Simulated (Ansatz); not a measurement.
Phonon frequency of some rock-salt solids

Method: LDA (plane waves, PAW; Ansatz, a program for electronic structure). References are measured values at room or unstated temperature, uncorrected unless marked, so that the deviations hold thermal and zero-point effects besides the level's error.

Values in cm⁻¹.

```csv
solid,reference,LDA,deviation (%)
rock-salt NbC (L LA),200,173,-13.5
rock-salt NbC (L LO),640,670,+4.7
rock-salt NbC (L TA),133,122,-8.3
rock-salt NbC (X LA),244,247,+1.2
rock-salt NbC (X LO),594,603,+1.5
rock-salt NbC (X TO),574,567,-1.2
rock-salt NbC (X TA),212,211,-0.5
```

Over these 7 values the mean deviation is -2.3 %, the mean absolute deviation 4.4 % (median 1.5 %), and the worst case rock-salt NbC (L LA) at -13.5 %; the value is too low in 4 of 7 cases.

Differences are worked out from the printed values.

Each level is taken at its own relaxed cell. Ansatz's density-functional and Hartree–Fock values are scalar-relativistic unless marked +SOC, with PAW data made under PBE.

Ansatz's runs of these crystals have no spin polarisation.

Of the class's solids with a reference value and a result at some level, none was set aside. Solids without a released value at any level aren't counted. Layered and molecular crystals are counted apart.

References as tabulated in Savrasov (1996), arXiv:cond-mat/9604125.
